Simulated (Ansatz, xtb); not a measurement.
## Ranking isomers of CHBCl

3 gas-phase structures of CHBCl, found in a search over its isomers (lower ones may exist). Each was relaxed with GFN2-xTB:

A. `B=[C]Cl`, a doublet
B. `[B]=CCl`, a doublet
C. `[CH]=BCl`, a doublet

Problem. Which do you expect lowest at r2SCAN-D4/def2-SVP, and how would the others follow?

Solution. Calculated order at r2SCAN-D4/def2-SVP: C (0.0), A (30.1), B (51.6) kcal/mol.

Energies above the lowest of each column, in kcal/mol; the last columns are at B3LYP-D3(BJ)/def2-SVP geometries:

```
structure  GFN2-xTB  HF/STO-3G  r2SCAN-D4/def2-SVP  B3LYP-D3(BJ)/def2-SVP  CCSD(T)/def2-TZVPP
        C       0.0        0.0                 0.0                    0.0                 0.0
        A       9.6       30.6                30.1                   29.1                28.0
        B      44.8       40.9                51.6                   52.7                49.2
```

Every level run on C puts it lowest or level with the lowest. Open shells are spin-unrestricted, some with notable spin contamination.

Programs: Ansatz 0.2.0, xtb 6.7.1.
